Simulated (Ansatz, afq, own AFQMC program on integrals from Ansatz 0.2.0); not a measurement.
## F, doublet → F, quartet

A free F atom.

E(quartet, charge +0) − E(doublet, charge +0) at this geometry, on UHF and UHF determinants.

Basis aug-cc-pVDZ. Only valence electrons are correlated. Ansatz 0.2.0 and our own AFQMC program on the same integrals; the CISD trial comes from CCSD amplitudes, and released means the phaseless constraint is let go. Free projection: walkers drawn from exp(T), propagated without any constraint. Its projection time is finite, and what remains of the start isn't in its error. Error bars are statistical, one sigma. The errors of all members are added in quadrature.

Full CI on the same integrals is exact in this basis and with this determinant's frozen core.

Errors are counted within aug-cc-pVDZ, not against nature.

Cautions: F (quartet): another spin lies lower.

| level | vertical spin gap (eV) |
| --- | --- |
| CCSD | 13.818 |
| HF | 12.815 |

(1) From these cheaper values, estimate the vertical spin gap at the reference level in aug-cc-pVDZ.

(1) 13.837 eV (full CI in aug-cc-pVDZ).

| level | vertical spin gap (eV) | error against FCI (eV) |
| --- | --- | --- |
| MP2 | 13.938 | 0.101 |
| CCSD(T) | 13.835 | -0.002 |
| CCSDT | 13.835 | -0.002 |
| CCSDT(Q) | 13.837 | 0.000 |
| ph-AFQMC/HF | 13.824 ± 0.032 | -0.013 ± 0.032 |
| ph-AFQMC/CISD | 13.837 ± 0.004 | 0.000 ± 0.004 |
| released AFQMC | 13.836 ± 0.007 | 0.000 ± 0.007 |
| free AFQMC | 13.834 ± 0.009 | -0.003 ± 0.009 |

Correlation beyond CCSD(T) changes it by less than 2 meV. The perturbative (T) step is worth +0.017 eV.

CCSDT and higher add their correlation energy to the determinant of the CCSD(T) run, since their own runs factorise the integrals more tightly (a shift of under 2 meV). Free projections are given only where their last times agree within the noise and don't stop above the reference; a slow remainder of the start can still hide under it. A walk keeps the symmetry of its determinant, which the program's search chose and which needn't be the lowest solution, so a lower state of the same spin and another symmetry isn't excluded. Released energies are given only where the last usable release times agree within the noise; a slower fall can still hide under it.
